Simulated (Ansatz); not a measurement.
1T (CdI2-type) TiTe2, treated with PBE-D4 (Ansatz, a first-principles code, plane waves, PAW).

Run with plane-wave cutoff 500 eV, 12×12×6 k mesh (along the axes of the cell as run), Fermi–Dirac smearing 0.05 eV, no spin polarisation, scalar-relativistic PAW data made under PBE.

Computed at the level's own relaxed cell.

Question: What does this level give for the equilibrium volume per atom, equilibrium lattice constant a and c axis length?

Answer: 
* **equilibrium volume per atom**: 25.73 Å³/atom
* **equilibrium lattice constant a**: 3.721 Å
* **c axis length**: 6.436 Å

The run finds no gap.

Spin–orbit coupling is not included.

Computed values are for the static lattice.
